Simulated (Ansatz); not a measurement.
**SbH3, singlet: the ladder up to RCCSDT(Q)**

Geometry: displaced at random from a stationary point.

```xyz
4

Sb    0.0002   -0.0001   -0.0226
H     1.4058   -0.0043    0.9345
H    -0.6731    1.2596    0.8811
H    -0.7556   -1.2474    0.9117
```

Basis def2-TZVPP with its core potentials; Ansatz 0.2.0. Correlated methods freeze the noble-gas cores and the filled d shells of p-block atoms, which leaves 8 electrons in 83 orbitals. R marks a restricted (for open shells ROHF) determinant. Active spaces: valence = (8e, 7o) chosen from the atoms' valence shells. No spin–orbit coupling is included; scalar relativity enters through the core potentials alone.

Full CI isn't at hand for all of this; RCCSDT(Q) serves as the reference, and is uncertain by about the last step of the cluster series.

- UHF ⟨S²⟩: 0.000
- T1 diagnostic (RCCSD): 0.0135
- largest doubles amplitude (RCCSD): 0.042

Q: From what is known of these methods and the diagnostics, rank them by the size of their error in total energy against RCCSDT(Q) in def2-TZVPP, smallest first (an estimate: the text doesn't fix the numbers).
A. RCCSD
B. RMP2
C. RHF
D. RCCSDT
E. RCCSD(T)

A: D (0.11 kcal/mol), E (0.61 kcal/mol), A (3.68 kcal/mol), B (21.29 kcal/mol), C (108.92 kcal/mol).

All errors are against RCCSDT(Q) in def2-TZVPP. Within each family the higher level lies nearer, as is usual though not guaranteed.

Natural occupations of CASSCF (valence space) about the gap: 1.996 1.973 1.965 1.963 0.038 0.036 0.030; effectively unpaired electrons, Σ n²(2−n)², 0.03.
